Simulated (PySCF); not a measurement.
# SiCl: one state, many levels of theory

State: ²Π (doublet), unpaired electrons π ↑. Set-up: PySCF, no relativity, basis sets Si 6-311G(d,p), Cl 6-311G(d,p). De refers to Si + Cl in their high-spin ground configurations, without counterpoise correction. The functionals are run spin-unrestricted. A positive dipole means Si(−)Cl(+).

| Level | Re (Å) | ωe (cm⁻¹) | De (eV) | μ (D) |
| --- | --- | --- | --- | --- |
| UHF | 2.091 | 517 | 2.82 | -1.77 |
| UHF-MP2 | 2.074 | 528 | 3.86 | n/a |
| UHF-SCS-MP2 | 2.081 | 521 | 3.75 | n/a |
| UHF-CCSD | 2.079 | 524 | 3.67 | n/a |
| UHF-CCSD(T) | 2.082 | 520 | 3.78 | n/a |
| LDA | 2.079 | 514 | 4.98 | -1.05 |
| PBE | 2.104 | 494 | 4.37 | -1.20 |
| revPBE | 2.112 | 488 | 4.17 | -1.22 |
| r²SCAN | 2.088 | 510 | 4.28 | -1.13 |
| PBE0 | 2.083 | 517 | 4.21 | -1.28 |
| M06 | 2.086 | 517 | 4.40 | -1.32 |
| LC-ωPBE | 2.063 | 541 | 4.02 | -1.31 |

The bond length runs from 2.063 Å (LC-ωPBE) to 2.112 Å (revPBE). De spans 2.82 eV (UHF, mean field) to 4.98 eV (LDA, local density). Correlation at CCSD(T) changes the Hartree–Fock bond energy by +0.96 eV; the triples alone change it by +0.11 eV.

Correlated steps freeze 10 core orbitals. The state is the lowest determinant that a PBE0 search found; another state may lie lower at other levels.

The whole job (state search and all levels along the bond) took about 1.5 min on 1 thread of Intel Xeon Platinum 8259CL @ 2.50GHz (shared host), peak memory 0.57 GiB.
